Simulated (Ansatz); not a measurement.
Molecule: NF₃, net charge 1, doublet state. 
Structure (B3LYP-D3(BJ)/def2-TZVP (Ansatz, a first-principles code) minimum search):
```
N
F 1 1.2869
F 1 1.2869 2 113.74
F 1 1.2869 2 113.74 3 -132.36
```
Charge +1, spin multiplicity 2.

Basis-set convergence of Hartree-Fock and CCSD(T) correlation energies (hartree) with Ansatz. Valence correlation only, unless marked. Open shells are spin-unrestricted. No spin-orbit coupling. No relativistic terms.

```
basis    functions       E(HF)  E(corr, CCSD(T))
-------  ---------  ----------  ----------------
cc-pVDZ          -  -352.12886          -0.74771
cc-pVTZ        120         [?]               [?]
```

Problem. What belongs in the gaps?

Solution. 
- cc-pVTZ, E(HF): -352.25983
- cc-pVTZ, E(corr, CCSD(T)): -0.96704
